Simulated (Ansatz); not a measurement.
One change: `CC(O)CF` becomes `OCC(O)CF`.

Ansatz, PBE0-D4/def2-TZVP geometries, multiplicity 1. Each molecule was computed in one conformer, which needn't be the lowest.

```tsv
property	`CC(O)CF`
HOMO–LUMO gap (ωB97M-V/def2-TZVPP) / eV	13.12
LUMO energy (PBE0/def2-TZVPP) / eV	1.23
size of the dipole moment (PBE/def2-TZVPP) / D	1.37
LUMO energy (B3LYP/def2-TZVPP) / eV	0.86
HOMO energy (ωB97M-V/def2-TZVPP) / eV	-10.46
HOMO energy (PBE0/def2-TZVPP) / eV	-8.01
```

**Question.** Give the same properties after the change, and the shifts. (An estimate is asked.)

**Answer.** The calculation gave: 
```tsv
property	`OCC(O)CF`	shift
HOMO–LUMO gap (ωB97M-V/def2-TZVPP) / eV	12.57	-0.55
LUMO energy (PBE0/def2-TZVPP) / eV	0.74	-0.49
size of the dipole moment (PBE/def2-TZVPP) / D	2.37	1.00
LUMO energy (B3LYP/def2-TZVPP) / eV	0.34	-0.52
HOMO energy (ωB97M-V/def2-TZVPP) / eV	-10.40	0.06
HOMO energy (PBE0/def2-TZVPP) / eV	-7.94	0.07
```

With PBE0 the HOMO rises by 0.07 eV and the LUMO falls by 0.49 eV, so the gap narrows by about 0.56 eV. PBE moves the HOMO by 0.09 eV and ωB97M-V by 0.06 eV. Dipoles are sizes alone; their direction can turn.

B3LYP here is the variant with VWN-RPA as its local correlation; programs differ in this.
